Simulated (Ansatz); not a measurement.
An input meant for Si(SiH3)H3 (Si2H6) (charge 0, singlet).

```yaml
crystal:
  periodic: [false, false, false]
  atoms:
    - {symbol: Si, position_ang: [-0.002376, 0.004652, -0.703680]}
    - {symbol: Si, position_ang: [0.002039, -0.005434, 0.820959]}
    - {symbol: H, position_ang: [0.469352, 0.809898, 1.189039]}
    - {symbol: H, position_ang: [0.376746, -0.761079, 1.009850]}
    - {symbol: H, position_ang: [-0.976825, 0.046734, 1.018678]}
    - {symbol: H, position_ang: [0.977821, -0.031019, -1.188343]}
    - {symbol: H, position_ang: [-0.455909, 0.753959, -1.009849]}
    - {symbol: H, position_ang: [-0.456170, -0.702793, -1.189161]}
basis:
  gaussian: {orbitals: "6-31++G**"}
hamiltonian: {xc: {name: revPBE0}}
scf: {omitted_lower_state_checks: [starts]}
output: {forces: true}
```

```sh
$ ansatz run in.yaml --threads 2 --pin off --events-out ev --progress --plain --max-ram 4352MiB
```

It prints (some lines left out):

```
Functional definition: revPBE0
708 factors; integrals over basis functions are off by at most 1.1e-3 eV
mean field evaluation 1: about -15796.4279 eV, gradient 3.7e1 eV
mean field evaluation 2: about -15798.3755 eV, gradient 2.7e1 eV
mean field evaluation 4: about -15800.4782 eV, gradient 4.2e-1 eV
mean field evaluation 8: about -15800.6353 eV, gradient 1.9e-2 eV
mean field -15800.63525581 eV, -580.6626355960 hartree, gradient 3.5e-5 eV, S^2 0.000000; 0 other end points of the search recorded, 0 dependent functions left out
reference -15800.63532718 eV, -580.6626382186 hartree; 17, 17 occupied and 65, 65 virtual orbitals, 708 factors
Total energy: -15800.63532718 eV, -580.6626382186 hartree
Atom 0 at    -0.002376     0.004652    -0.703680 Å, force    18.633341    -7.017618    -9.327796 eV/Å
Atom 1 at     0.002039    -0.005434     0.820959 Å, force    -7.875249    22.750087    17.428641 eV/Å
Atom 2 at     0.469352     0.809898     1.189039 Å, force    13.037391    22.425055    10.368870 eV/Å
Atom 3 at     0.376746    -0.761079     1.009850 Å, force    23.434215   -47.553034    13.128098 eV/Å
Atom 4 at    -0.976825     0.046734     1.018678 Å, force   -28.536321     1.208522     6.302600 eV/Å
Atom 5 at     0.977821    -0.031019    -1.188343 Å, force    16.876660    -0.242423    -8.195900 eV/Å
Atom 6 at    -0.455909     0.753959    -1.009849 Å, force   -19.615978    33.348617   -13.701764 eV/Å
Atom 7 at    -0.456170    -0.702793    -1.189161 Å, force   -15.954060   -24.919206   -16.002750 eV/Å
Dipole moment:    -0.003784    -0.005381     0.119246 e Å
Checks for a lower state left out: starts
```

In this input the geometry is squeezed to about two thirds of its size. Self-consistency was reached. The result belongs to that input, not to the species as meant.

The 6-31G sets use Cartesian d functions.
